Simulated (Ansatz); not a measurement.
# LiMgH (singlet): from Hartree-Fock to the top rungs at a displaced geometry (v1), cc-pVTZ

The task here is to estimate one member of a computed series from the others.

Program: Ansatz 0.2.0, Gaussian basis. Level of theory: cc-pVTZ, core rule «outside noble gas», up to 6 orbitals frozen. These are calculated values, not measurements.

Plan: UHF; CCSD(T) on RHF; CCSD(T) on UHF; BCCD(T) on RHF; CCSDT(Q) on RHF; CCSDT(Q) on UHF; Full CI.

29 further runs of the same task are left out: 12 for a known fault of the program, 8 that didn't finish, 9 set aside as unsound or not needed. Runs told in other sessions of the task aren't counted.

**The system**

The geometry is a PBE0/def2-TZVP stationary point (not a proven minimum) with its atoms shifted at random (size 0.040 Å).

3 atoms, charge 0, spin multiplicity 1.

Atoms are counted from 1 here; the program's logs count them from 0.

Bond lengths: Mg2–H3 1.791 Å.

The first run:

in.yaml reads:

```yaml
crystal:
  periodic: [false, false, false]
  atoms:
    - {symbol: Li, position_ang: [-0.015433, -0.009008, 2.463673]}
    - {symbol: Mg, position_ang: [-0.016266, -0.025151, -0.337380]}
    - {symbol: H, position_ang: [0.031698, 0.034159, -2.126293]}
basis:
  gaussian: {orbitals: cc-pVTZ}
magnetization: {spin_polarized: true, initial_magnetization: 0}
hamiltonian: {xc: hf}
output: {orbitals: {seedname: orbitals}}
```

The run is started by

```sh
> ansatz run in.yaml --threads 1 --pin off --events-out ev --progress --plain --max-ram 2393MiB
```

Steps of the session up to this table: UHF; CCSD(T) on RHF; CCSD(T) on UHF; BCCD(T) on RHF; CCSDT(Q) on RHF; CCSDT(Q) on UHF; Full CI.

One table of the session follows, with a row left open; its other results are not shown here.

| method | from FCI (kJ/mol) |
| --- | --- |
| RHF | +191.5 |
| UHF | +191.5 |
| RMP2 | +51.1 |
| RCCSD | +3.3 |
| RCCSD(T) | ? |
| BCCD(T) | +0.8 |
| RCCSDT | +0.1 |
| RCCSDT(Q) | 0.0 |
| FCI | 0 |

Estimate the missing values for RCCSD(T).

**Answer.** from FCI (kJ/mol): +0.9. In the column «from FCI (kJ/mol)» it lies between BCCD(T) (+0.8) and RCCSD (+3.3).

Not comparable, so not listed: CCSDT(Q) on UHF (they don't share determinant, frozen orbitals or solution with the rows shown, or repeat one).
